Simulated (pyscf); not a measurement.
A first-order saddle from PySCF, ωB97X-D3(BJ)/def2-SVP:

```
C
H 1 1.0980
C 1 1.5098 2 113.82
H 3 1.0995 1 110.90 2 178.43
H 3 1.1005 4 108.45 1 122.73
Cl 1 1.7523 2 111.17 3 127.71
Cl 3 1.7862 4 108.24 5 116.74
H 1 1.5303 2 116.42 3 -112.94
C 8 1.1552 1 108.60 2 -22.50
F 9 1.3134 8 117.49 1 -65.53
F 9 1.3148 8 117.66 1 68.19
```

Surface: singlet, charge 0. Lowest wavenumbers (cm⁻¹): 1337i, 45, 79, 117, 164.

What reaction is this the transition state of?

Cl–CH₂–CH₂–Cl + difluorocarbene (F–C:–F) [singlet] ⇌ F–CH(F)–CH(Cl)–CH₂–Cl, an insertion read from left to right: C–H broken and C–C, C–H formed. At ωB97M-D3(BJ)/def2-TZVP it lies +38.3 kcal/mol from the left side and +94.1 kcal/mol from the right (each side as separated species at their lowest minima found). On the product side the descent ends in a point that may be a rotor saddle (no frequency run), 2.3 kcal/mol over the lowest minimum found and 94.9 kcal/mol under the saddle at ωB97X-D3(BJ)/def2-TZVP. This is the saddle that the search found; another between the same sides may lie lower.
